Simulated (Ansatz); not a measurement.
# W on a Ta site in KTaO3

These are results of DFT PBE, scalar-relativistic, plane waves, PAW (Ansatz 0.2.0), not measurements. Run with 420 eV cutoff, 2×2×2 k-mesh, shifted by half a step, Gaussian smearing of 0.01 eV, collinear spin.

Host crystal, relaxed:

```
K Ta O
1.0
     4.02439    0.00000    0.00000
     0.00000    4.02439    0.00000
     0.00000    0.00000    4.02439
K Ta O
1 1 3
Direct
  0.50000 0.50000 0.50000
  0.00000 0.00000 0.00000
  0.00000 0.50000 0.00000
  0.00000 0.00000 0.50000
  0.50000 0.00000 0.00000
```

Supercell of 40 atoms, rows in host cell vectors: 0 0 2; -2 0 0; 0 -2 0. Atoms relax at the host's cell, keeping the symmetry that the supercell leaves at the site. The cell is small, so energies carry finite-size errors of tenths of an eV. The host's Kohn–Sham gap is 2.16 eV. Atoms are taken from and returned to the elements' standard states.

Spin-orbit coupling is left out, which matters for the bands and energies of heavy elements.

Defect: W on a Ta site set at (0.000, 0.000, 0.000) of the host cell. Before relaxation its nearest neighbours are 6 O at 2.01 Å.

```json
{"charge": "0", "E_f at the valence band top (eV)": "3.34", "moment (μB)": "1.00", "largest move (Å)": "0.03", "atoms near the site": "6 O at 1.98 Å"}
```